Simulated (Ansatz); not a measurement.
**[H···H···SiH3], doublet along the distance H1-H2**

Starting geometry:

```
atom    x (Å)    y (Å)    z (Å)
   H  -2.4285   0.0000   0.0000
   H  -1.6835   0.0000   0.0000
  Si   0.0895   0.0000   0.0000
   H   0.5395  -1.4163   0.0000
   H   0.5395   0.7081  -1.2265
   H   0.5395   0.7081   1.2265
```

From there H2 is moved from one fragment to the other while all else, the fragments' distance too, stays fixed; atoms are numbered as listed. Energies are in kJ/mol, counted from the starting geometry at the same level. Kohn–Sham curves are unrestricted where that lies lower.

Basis cc-pVDZ; Ansatz 0.2.0. Only valence electrons are correlated (noble-gas cores frozen). Prefix R: restricted or restricted open-shell reference; prefix U: unrestricted.

Full CI isn't at hand for all of this; UCCSDT(Q) serves as the reference, and is uncertain by about the last step of the cluster series.

```
distance H1-H2 (Å)   PBE
             0.693  13.5
             0.745   0.0
             0.793  -5.1
             0.840  -5.6
             0.888  -3.1
             0.935   1.5
             0.983   8.0
             1.030  16.2
             1.078  26.9
```

**Question.** Estimate the UCCSDT(Q) curve in cc-pVDZ from this one, knowing how PBE errs.

**Answer.** The computed UCCSDT(Q) values, in kJ/mol from the starting point, and the error of PBE against them:
```csv
distance H1-H2 (Å),UCCSDT(Q),PBE less UCCSDT(Q)
0.693,10.1,3.4
0.745,0.0,0.0
0.793,-2.6,-2.5
0.840,-1.5,-4.1
0.888,1.6,-4.7
0.935,5.5,-4.0
0.983,10.1,-2.1
1.030,15.5,0.7
1.078,22.8,4.2
```

The error spans 8.8 kJ/mol and is largest, -4.7 kJ/mol, at 0.888 Å.

In so small a basis the reference is far from its limit while semilocal and hybrid functionals are nearer theirs, so the functionals' errors here hold much of the reference's basis and frozen-core error, which can add to them or hide them.
